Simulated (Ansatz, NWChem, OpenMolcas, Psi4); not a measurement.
# Computed against measured: dipole moment

7 molecules; the dipole moment in D, computed less measured. Shapes, held fixed at every level: PBE0-D4/def2-TZVP. No vibrational averaging. Dipoles are compared by magnitude; molecules under 1 D, whose direction can flip, are left out. Programs: Ansatz 0.2.0, NWChem 7.3.0, OpenMolcas 26.06, Psi4 1.11. A level may come from different programs for different species; with the same settings they agree closely. Measured values: NIST CCCBDB.

Levels: A = r2SCAN-D4/def2-TZVPP; B = PBE0/def2-TZVP; C = B3LYP-D4/def2-TZVPP.

```
                 molecule  measured      A      B      C
HNC (hydrogen isocyanide)      3.05  +0.09  +0.06  +0.03
  SF2 (sulfur difluoride)      1.05  -0.12  +0.01  +0.07
        CH2N2 (cyanamide)      4.32  +0.39  +0.35  +0.32
      C2H3F (SMILES C=CF)      1.43  -0.17  -0.09  -0.09
     C2H3N (acetonitrile)      3.92  +0.13  +0.10  +0.08
          CH4O (methanol)      1.70  -0.10  -0.03  -0.06
       CH5N (methylamine)      1.31  -0.03  +0.04  -0.01
```

Q: Which level does best on this set, which worst, and which err to one side?

A: 
```tsv
level	kind	mean error	mean absolute error	worst case
r2SCAN-D4/def2-TZVPP	meta-GGA	+0.027	0.147	CH2N2
PBE0/def2-TZVP	global hybrid	+0.063	0.097	CH2N2
B3LYP-D4/def2-TZVPP	global hybrid	+0.049	0.094	CH2N2
```

On this set B3LYP-D4/def2-TZVPP has the smallest mean absolute error and r2SCAN-D4/def2-TZVPP the largest. PBE0/def2-TZVP is too high in 5 of 7. All levels miss CH2N2 on one side, which points to its shape or to the tabulated value. The smallest two are near a tie. The set is small.
